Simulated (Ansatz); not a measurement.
**C2H2FNO2: up Jacob's ladder to CCSD(T)**

An exercise on one series of results from a longer session: the logs are not shown, and one member is left open.

The runs use Ansatz 0.2.0, Gaussian basis; functionals in def2-TZVPP, the program's frozen cores in correlated methods.

The runs, in order: LDA (SPW92), PBE-D4, revPBE-D4, BLYP-D4, r2SCAN-D4, B97M-V, PBE0-D4, B3LYP-D4, r2SCANh-D4, r2SCAN0-D4, HSE06-D4, BHLYP-D4, CAM-B3LYP-D4, LC-ωPBE, ωB97X-V, ωB97M-V, B2PLYP, PBE-QIDH; CCSD(T)/def2-SVP; CCSD(T)/def2-TZVPP; MP2/def2-QZVPP; extrapolation to the limit; RPA on PBE.

**The geometry**

All runs share one geometry, relaxed beforehand with PBE0-D4 in a triple-zeta def2 set.

SMILES `OC1(O)N=C1F`, 8 atoms, charge 0, spin multiplicity 1.

Atoms are counted from 1 here; the program's logs count them from 0.

Bond lengths: O1–C2 1.369 Å, O1–H7 0.962 Å, C2–O3 1.351 Å, C2–N4 1.536 Å, C2–C5 1.413 Å, O3–H8 0.965 Å, N4–C5 1.248 Å, C5–F6 1.305 Å. Angles: C2–O1–H7 108.8°, O1–C2–O3 110.2°, O1–C2–N4 117.4°, O1–C2–C5 125.6°, O3–C2–N4 119.3°, O3–C2–C5 121.1°, N4–C2–C5 49.8°, C2–O3–H8 107.7°, C2–N4–C5 60.0°, C2–C5–N4 70.2°, C2–C5–F6 153.2°, N4–C5–F6 136.6°.

Set-up of the first run:

File in.yaml:

```yaml
crystal:
  periodic: [false, false, false]
  atoms:
    - {symbol: O, position_ang: [1.302064, -0.487420, 0.301054]}
    - {symbol: C, position_ang: [-0.020528, -0.200169, 0.094332]}
    - {symbol: O, position_ang: [-0.797799, -1.163579, 0.634464]}
    - {symbol: N, position_ang: [-0.408578, 0.406755, -1.262189]}
    - {symbol: C, position_ang: [-0.546420, 1.074169, -0.216921]}
    - {symbol: F, position_ang: [-0.967326, 2.269160, 0.096619]}
    - {symbol: H, position_ang: [1.832056, 0.033891, -0.310097]}
    - {symbol: H, position_ang: [-0.301269, -1.990008, 0.606837]}
basis:
  gaussian: {orbitals: def2-TZVPP}
hamiltonian: {xc: lda}
output: {orbitals: {seedname: orbitals}}
```

Among the steps run: LDA; PBE-D4 (GGA); revPBE-D4 (GGA); BLYP-D4 (GGA); r2SCAN-D4 (meta-GGA); B97M-V (meta-GGA); PBE0-D4 (hybrid); B3LYP-D4 (hybrid); r2SCANh-D4 (hybrid); r2SCAN0-D4 (hybrid); HSE06-D4 (hybrid); BHLYP-D4 (hybrid); CAM-B3LYP-D4 (range-separated); LC-ωPBE (range-separated); ωB97X-V (range-separated); ωB97M-V (range-separated); B2PLYP (double hybrid); PBE-QIDH (double hybrid).

One of the session's tables, all rows but one given; the rest of the session is left out.

It belongs to the step «Orbital energies across the functionals». 

| functional | HOMO (eV) | gap (eV) |
| --- | --- | --- |
| LDA (SPW92) | -6.56 | 4.79 |
| PBE-D4 | -6.33 | 4.88 |
| revPBE-D4 | -6.24 | 4.91 |
| BLYP-D4 | -6.26 | 4.90 |
| r2SCAN-D4 | -6.59 | 5.37 |
| B97M-V | -6.67 | 5.62 |
| PBE0-D4 | -7.78 | 7.48 |
| B3LYP-D4 | -7.59 | 6.97 |
| r2SCANh-D4 | -7.14 | 6.34 |
| r2SCAN0-D4 | -7.97 | 7.80 |
| HSE06-D4 | -7.38 | 6.68 |
| BHLYP-D4 | -9.20 | 10.12 |
| CAM-B3LYP-D4 | -9.26 | 10.14 |
| LC-ωPBE | -10.54 | 12.74 |
| ωB97X-V | ? | ? |
| ωB97M-V | -10.10 | 12.14 |

Q: Estimate the row for ωB97X-V from the others.

As computed: HOMO (eV): -10.18; gap (eV): 12.31. In the column «HOMO (eV)» it lies between LC-ωPBE (-10.54) and ωB97M-V (-10.10).
